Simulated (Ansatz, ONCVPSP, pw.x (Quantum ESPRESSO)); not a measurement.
# From atom to crystal: ONCV potential for aluminium

| Item | Value |
| --- | --- |
| Element | Al (Z = 13) |
| Generator | ONCVPSP 4.0.1.1 (patched build) |
| Type | optimised norm-conserving Vanderbilt (ONCV) |
| Functional | LDA (Perdew-Wang 92) |
| Relativity | scalar-relativistic |
| Frozen core | [Ne] |
| Valence charge | 3 |
| Reference configuration | 3s2 3p1 |
| Partial waves | 3s: rc 2.00 bohr, ncon 5, nbas 9, qcut 2.5 1/bohr, local; 3p: rc 2.55 bohr, ncon 4, nbas 7, qcut 2.8 1/bohr, 2 projectors, debl 1.7 Ha; d scattering state at 0.04 Ha: rc 2.00 bohr, ncon 4, nbas 7, qcut 4.2 1/bohr, 3 projectors, debl 0.6 Ha |
| Local potential | the s channel |
| Core correction | polynomial model core, fcfact 0.5 |

Crystal test: fcc Al in pw.x 7.5, no spin, 14³ k-points, Fermi–Dirac smearing 0.01 Ry, cutoffs 115/460 Ry. The reference is all-electron LAPW (Ansatz 0.2.0) with the same functional, mesh and smearing; V0 and B0 come from Birch–Murnaghan fits to the pressures at five volumes. Errors are pseudo minus all-electron; Δ is the rms difference of the E(V) curves that follow from these fits, minima aligned, over ±6 % about the mean V0. Mesh and smearing are coarse, so the numbers serve the comparison and aren't converged zero-temperature values; the lattice is a test structure that the element need not adopt.

| V (Å³/atom) | P all-electron (GPa) | P pseudo (GPa) |
| --- | --- | --- |
| 15.050 | 4.50 | 4.07 |
| 15.446 | 1.97 | 1.58 |
| 15.842 | -0.23 | -0.58 |
| 16.238 | -2.14 | -2.45 |
| 16.634 | -3.79 | -4.07 |

All-electron: a0 = 3.983 Å (V0 = 15.80 Å³/atom), B0 = 82.8 GPa.

Pseudopotential: mean pressure error (GPa): -0.36; a0 (Å): 3.977; a0 error (%): -0.14; B0 error (%): +0.2; Δ (meV/atom): 1.2. The generator flags a localised state at positive energy (d at 20 eV).

Problem. At the middle volume, how do free energy and pressure move when the wave cutoff is lowered (ecutrho kept at four times it)?

Solution.

```
cutoff (Ry)  shift of F (meV/atom)  shift of P (GPa)
         52                  +21.3             -0.27
         69                  +17.7             -0.09
         92                   +5.9             -0.30
```

Input at the middle volume:

```
&control
  calculation='scf', prefix='x', pseudo_dir='./', outdir='./tmp', tstress=.true., disk_io='none'
/
&system
  ibrav=0, nat=1, ntyp=1, ecutwfc=115, ecutrho=460, nbnd=8,
  occupations='smearing', smearing='fd', degauss=0.01
/
&electrons
  conv_thr=1e-09, mixing_beta=0.4, electron_maxstep=70
/
ATOMIC_SPECIES
Al 1.0 Al.UPF
CELL_PARAMETERS angstrom
  0.00000000 1.99339488 1.99339488
  1.99339488 0.00000000 1.99339488
  1.99339488 1.99339488 0.00000000
ATOMIC_POSITIONS crystal
Al 0.0000 0.0000 0.0000
K_POINTS automatic
14 14 14 0 0 0
```

```bash
pw.x < Al.scf.in > Al.scf.out
```

Lines of the output:

```
Message from routine setup:
     using ibrav=0 with symmetry is DISCOURAGED, use correct ibrav instead
     lattice parameter (alat)  =       5.3273  a.u.
     unit-cell volume          =     106.9071 (a.u.)^3
     number of electrons       =         3.00
     number of Kohn-Sham states=            8
     kinetic-energy cutoff     =     115.0000  Ry
     charge density cutoff     =     460.0000  Ry
     scf convergence threshold =      1.0E-09
     Exchange-correlation= SLA  PW   NOGX NOGC
     number of k points=   104  Fermi-Dirac smearing, width (Ry)=  0.0100
     iteration #  1     ecut=   115.00 Ry     beta= 0.40
     total energy              =      -6.16883589 Ry
     estimated scf accuracy    <       0.00594205 Ry
     iteration #  2     ecut=   115.00 Ry     beta= 0.40
     total energy              =      -6.16799413 Ry
     estimated scf accuracy    <       0.00189972 Ry
     iteration #  3     ecut=   115.00 Ry     beta= 0.40
     total energy              =      -6.16806991 Ry
     estimated scf accuracy    <       0.00000333 Ry
     iteration #  4     ecut=   115.00 Ry     beta= 0.40
     total energy              =      -6.16807425 Ry
     estimated scf accuracy    <       0.00000003 Ry
     iteration #  5     ecut=   115.00 Ry     beta= 0.40
     total energy              =      -6.16807446 Ry
     estimated scf accuracy    <          2.1E-09 Ry
     iteration #  6     ecut=   115.00 Ry     beta= 0.40
     the Fermi energy is     8.1189 ev
!    total energy              =      -6.16807446 Ry
     estimated scf accuracy    <          1.3E-10 Ry
     smearing contrib. (-TS)   =      -0.00201484 Ry
     The total energy is F=E-TS. E is the sum of the following terms:
     one-electron contribution =       3.03909672 Ry
     hartree contribution      =       0.00708255 Ry
     xc contribution           =      -3.73519042 Ry
     ewald contribution        =      -5.47704846 Ry
     convergence has been achieved in   6 iterations
          total   stress  (Ry/bohr**3)                   (kbar)     P=       -5.81
     Message from routine punch:
     Nothing written, as per user request (disk_io='none')
```

The run at the middle volume (104 k-points, 6 iterations) took about 20 s on one core of a shared host (Neoverse-V2, 32 threads, 247 GiB, load 11).
